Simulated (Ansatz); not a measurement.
Rock-salt NbC, relaxed in Ansatz (plane waves) with several semilocal functionals. Each gives its own volume and its own bulk modulus:

```json
[
 {"level": "LDA", "V0 (Å³/atom)": "10.845", "bulk modulus B0 (GPa)": "333.0", "ln V0": "2.3837", "ln B0": "5.8081"},
 {"level": "PBEsol", "V0 (Å³/atom)": "11.014", "bulk modulus B0 (GPa)": "319.9", "ln V0": "2.3992", "ln B0": "5.7680"},
 {"level": "PBE-D4", "V0 (Å³/atom)": "11.090", "bulk modulus B0 (GPa)": "310.8", "ln V0": "2.4060", "ln B0": "5.7391"},
 {"level": "PBE", "V0 (Å³/atom)": "11.277", "bulk modulus B0 (GPa)": "300.0", "ln V0": "2.4228", "ln B0": "5.7038"},
 {"level": "RPBE", "V0 (Å³/atom)": "11.420", "bulk modulus B0 (GPa)": "288.6", "ln V0": "2.4354", "ln B0": "5.6650"},
 {"level": "rVV10", "V0 (Å³/atom)": "11.515", "bulk modulus B0 (GPa)": "285.7", "ln V0": "2.4437", "ln B0": "5.6549"}
]
```

Fit a straight line to ln B0 against ln V0. What does it predict for revPBE, whose volume is 11.381 Å³/atom?

With x = ln V0 and y = ln B0: means 2.41513 and 5.72315; Σ(Δx Δy) = -0.006807, Σ(Δx²) = 0.002611, so the slope is -2.61. At x = 2.4319 the line gives y = 5.72315 + (-2.61) × (2.4319 − 2.41513) = 5.6794, or 292.8 GPa. The run with revPBE gives 291.7 GPa, -0.4 % from the line. The rows used scatter about it by up to 0.8 %, while the largest value lies 17 % above the smallest. For comparison, PBE's own equation of state has B′ = 4.2, the slope −d ln B/d ln V at a fixed functional; the two needn't agree, since functionals also differ at one volume.

Measured: 281 ± 6 GPa (measured, room temperature, no zero-point or thermal correction; as tabulated in High-pressure structural stability of NbC, High Pressure Research 37, 244 …).

Ansatz's density-functional and Hartree–Fock values are scalar-relativistic unless marked +SOC, with PAW data made under PBE.

Ansatz is an electronic-structure program.
